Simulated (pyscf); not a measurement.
A first-order saddle from PySCF, ωB97X-D3(BJ)/def2-SVP:

```xyz
4

Sn     0.0374    -0.5455    -1.1411
O      1.0458    -0.6907    -2.6411
F      0.2801     1.0407     0.2279
H     -0.7050    -0.0748     0.3453
```
Charge 0, spin multiplicity 1.

Surface: singlet, charge 0. Lowest wavenumbers (cm⁻¹): 1312i, 166, 441, 536, 887.

### Question
Name the species on either side of this saddle.

### Answer
O=Sn: [singlet] + hydrogen fluoride (HF) ⇌ O=SnH–F, an insertion read from left to right: F–H broken and F–Sn, H–Sn formed. At CCSD(T)/def2-TZVPP + ΔMP2(QZVPP) it lies +50.1 kcal/mol from the left side and +32.5 kcal/mol from the right (each side as separated species at their lowest minima found). O=SnH–F lies 72.4 kcal/mol over its isomer HO–Sn:–F [singlet], and others may lie lower still (electronic energy, ωB97M-D3(BJ)). One saddle was located; it need not be the lowest between these sides. The CCSD(T) − MP2 part came from Ansatz, without density fitting, on the same reference. The largest closed-shell T1 diagnostic is 0.033, which may signal static correlation. The frozen core leaves the outer d or s,p core shells of the metals and heavy elements correlated in the MP2 and CC values, and def2-TZVPP describes them poorly, which can shift differences by a few kcal/mol. Elements past Kr carry the def2 core potentials, without spin-orbit coupling.
